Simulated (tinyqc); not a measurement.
Worked calculation: extended Hueckel theory, for PH3. One step of it, computed by the program tinyqc.

Problem. Mulliken analysis. P = C n C^T; charge = valence electrons (P 5, H 1) minus the sum of (P S)_ii on the atom; overlap population = 2 sum P_ij S_ij between two atoms.

coefficients:
```
,MO1,MO2,MO3,MO4,MO5,MO6,MO7
1P 3s,0.667068,0.000000,-0.000083,0.246754,-0.005411,0.000000,1.103042
1P 3px,0.000026,0.000000,0.580148,0.000006,1.185639,0.000000,0.006133
1P 3py,0.000000,0.580126,0.000000,0.000000,0.000000,1.185700,0.000000
1P 3pz,-0.035878,0.000000,-0.000004,0.953567,0.002143,0.000000,-0.433852
2H 1s,0.237094,0.000000,0.434951,-0.065254,-1.012427,0.000000,-0.707099
3H 1s,0.237021,0.376710,-0.217528,-0.065272,0.511435,-0.879809,-0.699227
4H 1s,0.237021,-0.376710,-0.217528,-0.065272,0.511435,0.879809,-0.699227
```

occupations: 2.000000  2.000000  2.000000  2.000000  0.000000  0.000000  0.000000

overlap S:
```
,1P 3s,1P 3px,1P 3py,1P 3pz,2H 1s,3H 1s,4H 1s
1P 3s,1.000000,0.000000,0.000000,0.000000,0.381086,0.380980,0.380980
1P 3px,0.000000,1.000000,0.000000,0.000000,0.519805,-0.259830,-0.259830
1P 3py,0.000000,0.000000,1.000000,0.000000,0.000000,0.450149,-0.450149
1P 3pz,0.000000,0.000000,0.000000,1.000000,-0.140920,-0.140881,-0.140881
2H 1s,0.381086,0.519805,0.000000,-0.140920,1.000000,0.048904,0.048904
3H 1s,0.380980,-0.259830,0.450149,-0.140881,0.048904,1.000000,0.048865
4H 1s,0.380980,-0.259830,-0.450149,-0.140881,0.048904,0.048865,1.000000
```

Give: charges; Overlap populations.

Solution.

charges: 1P -0.351, 2H 0.117, 3H 0.117, 4H 0.117

Overlap populations:
```
pair,value
2-1,0.781033
3-1,0.780950
3-2,-0.006682
4-1,0.780950
4-2,-0.006682
4-3,-0.006675
```
